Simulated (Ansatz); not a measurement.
Relaxation of FH7Si2 (10 atoms, charge 0, multiplicity 1), to a largest force component of 0.03 eV/Å in at most 50 steps.

All numbers below come from Ansatz 0.2.0, RKS B3LYP/6-31G*.

```xyz
10
Properties=species:S:1:pos:R:3
Si -0.063 0.176 -0.051
H -0.040 0.198 1.423
H 1.329 0.305 -0.548
H -0.814 1.399 -0.458
Si -1.136 -1.773 -0.818
H -1.876 -2.409 0.307
H -2.126 -1.453 -1.885
H -0.156 -2.749 -1.355
F 1.134 -2.005 1.230
H 0.652 -1.483 1.837
```

Question: Where does it end, and by what steps?

Answer: The run converged. The force dipped under the threshold on the way, but the program's further checks kept it going. After 9 steps the energy has fallen by 0.070 eV; H10 moved furthest, 0.44 Å.

```
step  energy less start (eV)  largest force component (eV/Å)  accepted
   0                  0.0000                           0.571       yes
   1                 -0.0583                           0.139       yes
   2                 -0.0587                           0.555       yes
   3                 -0.0655                           0.085       yes
   4                 -0.0648                           0.140        no
   5                 -0.0681                           0.022       yes
   6                 -0.0686                           0.045       yes
   7                 -0.0692                           0.013       yes
   8                 -0.0693                           0.186       yes
   9                 -0.0698                           0.009       yes
```

```xyz
10
Properties=species:S:1:pos:R:3
Si -0.111 0.287 -0.119
H -0.105 0.396 1.370
H 1.292 0.392 -0.596
H -0.870 1.463 -0.633
Si -1.118 -1.731 -0.800
H -1.810 -2.378 0.351
H -2.146 -1.467 -1.848
H -0.125 -2.685 -1.354
F 1.203 -2.191 1.295
H 0.692 -1.881 2.016
```

Whether the end is a true minimum wasn't checked by a vibrational analysis.

The run took 30 s on 1 thread of Arm Neoverse V1, on a shared host, peak memory 0.12 GiB.
